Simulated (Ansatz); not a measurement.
## How far each method lies from full CI for HBC, singlet

Geometry: a point of a breathe scan, not a stationary point.

```yaml
atoms:
  - { symbol: B, position_ang: [0.0000, 0.0000, 0.1069] }
  - { symbol: C, position_ang: [0.0000, 0.0000, -1.5286] }
  - { symbol: H, position_ang: [0.0000, 0.0000, 1.4217] }
```

Basis 6-31G; Ansatz 0.2.0. Correlated methods freeze the noble-gas cores, which leaves 8 electrons in 18 orbitals. Prefix R: restricted or restricted open-shell reference; prefix U: unrestricted. Active spaces: valence = (8e, 9o) chosen from the atoms' valence shells; pair = (2e, 2o) about the gap.

Full CI is exact within this basis and frozen core; it isn't the basis-set limit. The frozen core follows each run's orbitals, which can shift R against U totals by a few meV.

The determinant fills πx and πy unequally, so it is a mixture of Σ and Δ, which weighs on every level built on one determinant.

```
UHF ⟨S²⟩                            : 1.005
⟨S²⟩ of the determinant under UCCSD : 1.000
T1 diagnostic (RCCSD)               : 0.0197
largest doubles amplitude (RCCSD)   : 0.207
```

```tsv
level	E − E(full CI) (mEh)	share of correlation (%)	wall time
RHF	162.59	0.00	–
UHF†	129.24	–	0.36 s
RMP2	41.88	74.24	–
UMP2†	20.94	–	–
CISD	21.04	87.06	0.36 s
RCCSD	9.80	93.97	–
UCCSD*†	-8.29	–	–
RCCSD(T)	4.23	97.40	0.39 s
UCCSD(T)*†	-15.80	–	2 s
BCCD(T)	4.37	97.31	0.36 s
RCCSDT	2.73	98.32	–
UCCSDT*†	-23.96	–	–
CISDTQ	2.29	98.59	1.7 s
RCCSDT(Q)	1.28	99.21	0.93 s
UCCSDT(Q)*†	-26.40	–	4.4 s
RCCSDTQ*	0.19	99.88	11 s
UCCSDTQ*†	-25.93	–	34 s
CASSCF (valence space)	37.19	77.13	–
NEVPT2 (valence space)	10.10	93.79	4.7 s
MRCISD (valence space)	0.86	99.47	–
MRCISD+Q (valence space)	0.13	99.92	7 s
```

An asterisk marks runs whose energy the program itself flagged as in doubt. A dagger marks rows that describe another state than the reference (another or a broken symmetry, a higher spin or other natural occupations), so the difference isn't the method's error.

The correlation energy at full CI, counted from RHF, is -4.424 eV. That run took 18 s on 1 thread of Arm Neoverse V1, shared host over 2,340,352 determinants.

Run but not shown, since their state or frozen core can't be matched to the reference's or they repeat it: CASSCF (pair space), NEVPT2 (pair space).

Times hold each run's SCF and search for its determinant on a shared host, so for small cases they say little of a method's own cost; they ran on 1 thread of Arm Neoverse V1.

Unrestricted levels hold only the spin's projection, and here they fall towards a lower state of higher spin.

The full-CI state has the irrep A2 of C2v, in the program's axes (one component, if the state is degenerate).

Natural occupations of full CI about the gap: 1.962 1.958 1.932 0.946 0.946 0.077 0.077 0.051 0.021 0.010; effectively unpaired electrons, Σ n²(2−n)², 2.07. No single determinant describes this state well, so single-reference rows can miss without a flag.
